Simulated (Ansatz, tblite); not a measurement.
# The cluster Au2F2−: rung by rung

Aim: run the doublet of the cluster Au2F2− at one geometry on many levels, and compare frontier levels, spin and run time.

The runs use Ansatz 0.2.0, Gaussian basis; as each input shows.

The runs, in order: GFN1-xTB, GFN2-xTB, PBE-D4/def2-TZVPD, r2SCAN-D4/def2-TZVPD, LC-ωPBE/def2-TZVPD, HF/def2-TZVPD, ωB97X-V/def2-TZVPD, r2SCANh-D4/def2-TZVPD, ωB97M-V/def2-TZVPD, PBE-D4/def2-SVPD, PBE0-D4/def2-SVPD, CCSD(T)/def2-SVPD, MP2/def2-TZVPD, RPA/def2-TZVPD.

### Step 1. The structure

The geometry is that of the doublet, from an earlier relaxation (r2SCAN-D4/def2-TZVPD). At that level it is the lowest of the isomers that a small search found.

4 atoms, charge -1, spin multiplicity 2.

Bond lengths: Au1–Au2 2.491 Å, Au1–F3 2.013 Å, Au2–F4 2.013 Å. Angles: Au2–Au1–F3 158.5°, Au1–Au2–F4 158.6°.

Au takes a core potential in the def2 sets. No spin-orbit coupling is included. The ion is computed in the gas phase, without counter-ions or solvent.

PBE0-D4/def2-TZVPD was run before; its log isn't repeated, and its numbers join the tables.

### Step 2. GFN1-xTB

Tight binding, by tblite at 300 K electronic temperature and without a spin-polarisation term:

```python
tblite.interface.Calculator('GFN1-xTB', numbers, positions, charge=-1, uhf=1).singlepoint()
```

Energy -502.1209 eV; 0.011 s.

### Step 3. GFN2-xTB

Tight binding, by tblite at 300 K electronic temperature and without a spin-polarisation term:

```python
tblite.interface.Calculator('GFN2-xTB', numbers, positions, charge=-1, uhf=1).singlepoint()
```

Energy -475.1195 eV; 0.015 s.

### Step 4. PBE-D4/def2-TZVPD

start.molden holds the orbitals of an earlier run on this state, given as this run's starting guess.

The input, in.yaml:

```yaml
crystal:
  periodic: [false, false, false]
  atoms:
    - {symbol: Au, position_ang: [0.455214, 0.781874, 0.856025]}
    - {symbol: Au, position_ang: [-0.455316, -0.780254, -0.857109]}
    - {symbol: F, position_ang: [0.533494, 1.864233, 2.551721]}
    - {symbol: F, position_ang: [-0.533392, -1.865854, -2.550638]}
basis:
  gaussian: {orbitals: def2-TZVPD, initial_orbitals: start.molden}
total_charge: -1
magnetization: {spin_polarized: true, initial_magnetization: 1}
hamiltonian: {xc: pbe, dispersion: d4}
scf: {omitted_lower_state_checks: [starts]}
output: {orbitals: {seedname: orbitals}}
```

The run is started by

```
$ ansatz run in.yaml --threads 4 --pin off --events-out ev --progress --plain --max-ram 3916MiB
```

After this run come: r2SCAN-D4/def2-TZVPD; LC-ωPBE/def2-TZVPD; HF/def2-TZVPD; ωB97X-V/def2-TZVPD; r2SCANh-D4/def2-TZVPD; ωB97M-V/def2-TZVPD; PBE-D4/def2-SVPD; PBE0-D4/def2-SVPD; CCSD(T)/def2-SVPD; MP2/def2-TZVPD; RPA/def2-TZVPD.

Q: Predict the results of all the runs planned. Wanted: gap in def2-TZVPD, named functionals and Hartree-Fock, smallest and largest; correlation energy, CCSD(T)/def2-SVPD; correlation energy, MP2/def2-TZVPD; ⟨S²⟩ in def2-TZVPD, named functionals and Hartree-Fock, smallest and largest; PBE0 total energy, smallest basis above largest.

**Answer**, as computed:

```
                                                                    quantity                            value
 gap in def2-TZVPD, named functionals and Hartree-Fock, smallest and largest   0.61 eV (PBE-D4), 8.80 eV (HF)
                                       correlation energy, CCSD(T)/def2-SVPD                        -31.35 eV
                                          correlation energy, MP2/def2-TZVPD                        -38.55 eV
⟨S²⟩ in def2-TZVPD, named functionals and Hartree-Fock, smallest and largest                     0.752, 0.783
                             PBE0 total energy, smallest basis above largest  6.68 eV (def2-SVPD, def2-TZVPD)
```

Orbital gaps of the named functionals and Hartree-Fock in def2-TZVPD span 0.61 eV (PBE-D4) to 8.80 eV (HF); exact exchange widens it. Over the named functionals and Hartree-Fock in def2-TZVPD spin contamination reaches 0.03 (HF), which is small.
